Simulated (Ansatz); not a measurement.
Reaction: NH3 (SMILES N) → NH3+ (parent SMILES N, doublet) + e-
Each species at its own B3LYP-D3(BJ)/def2-TZVP minimum (Ansatz, a quantum-chemistry and plane-wave program).

Quantity: adiabatic ionisation energy (electronic), in eV. Open shells are spin-unrestricted; no spin-orbit coupling. CBS(X,Y): correlation extrapolated as X^-3, Hartree-Fock from the larger set (Q,5: extrapolated as (X+1)exp(-9√X)). A bracket is a step between two methods taken in the basis named. The functionals are non-relativistic, so their misses hold any scalar relativity. Double hybrids freeze cores in their MP2 part. 'core' is core correlation in cc-pwCVTZ, 'X2C' scalar relativity in cc-pVTZ-DK, both at CCSD(T).

CCSD(T)/CBS(cc-pVQZ,cc-pV5Z) + [CCSDT(Q) - CCSD(T)]/cc-pVQZ + [CCSDTQ - CCSDT(Q)]/cc-pVDZ + core + X2C (Ansatz) gives 10.24 eV.

Question: How far off this value is PBE/def2-TZVPD (Ansatz), in which direction, and which of these levels come nearer: r2SCAN/def2-TZVPD, B3LYP/def2-TZVPD, PBE0/def2-TZVPD, wB97M-V/def2-TZVPD, B2PLYP/def2-TZVPD, CCSD(T)/CBS(cc-pVQZ,cc-pV5Z) + core + X2C?

Answer: PBE gives 10.19 eV, 0.05 eV below it. Differences of the others: r2SCAN/def2-TZVPD (Ansatz) -0.27; B3LYP/def2-TZVPD (Ansatz) -0.02; PBE0/def2-TZVPD (Ansatz) -0.18; wB97M-V/def2-TZVPD (Ansatz) -0.08; B2PLYP/def2-TZVPD (Ansatz) -0.13; CCSD(T)/CBS(cc-pVQZ,cc-pV5Z) + core + X2C (Ansatz) 0.00 eV. Nearer than PBE: B3LYP/def2-TZVPD, CCSD(T)/CBS(cc-pVQZ,cc-pV5Z) + core + X2C.
